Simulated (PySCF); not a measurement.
## SF₃⁺: one-bond stretch

Computed with PBE0 in PySCF with S def2-TZVP, F def2-TZVP; no relativity; density-fitted integrals.

Rigid scan from the singlet minimum (S–F 1.503 Å (×3); F–S–F 99.6° (×3)). Coordinate: the bond from S to the last atom (F) scaled, the rest fixed. Energies in kJ/mol from the minimum.

Question: Predict the curve at 0.92, 0.96, 1.00, 1.05, 1.12, 1.20, 1.35, 1.55, 1.80, 2.20.

Answer: 
```json
{"scale of one bond": "0.92", "E (kJ/mol)": "40.0", "dipole size (D, about the centre of mass)": "1.58"}
{"scale of one bond": "0.96", "E (kJ/mol)": "8.7", "dipole size (D, about the centre of mass)": "1.59"}
{"scale of one bond": "1.00", "E (kJ/mol)": "0.0", "dipole size (D, about the centre of mass)": "1.67"}
{"scale of one bond": "1.05", "E (kJ/mol)": "10.3", "dipole size (D, about the centre of mass)": "1.85"}
{"scale of one bond": "1.12", "E (kJ/mol)": "48.6", "dipole size (D, about the centre of mass)": "2.19"}
{"scale of one bond": "1.20", "E (kJ/mol)": "109.2", "dipole size (D, about the centre of mass)": "2.60"}
{"scale of one bond": "1.35", "E (kJ/mol)": "234.0", "dipole size (D, about the centre of mass)": "3.29"}
{"scale of one bond": "1.55", "E (kJ/mol)": "380.6", "dipole size (D, about the centre of mass)": "–"}
{"scale of one bond": "1.80", "E (kJ/mol)": "510.8", "dipole size (D, about the centre of mass)": "–"}
{"scale of one bond": "2.20", "E (kJ/mol)": "623.1", "dipole size (D, about the centre of mass)": "–"}
```

At long bonds a restricted determinant can lie too high, and another spin state can fall below this curve.

Other isomers or separated fragments may lie lower.
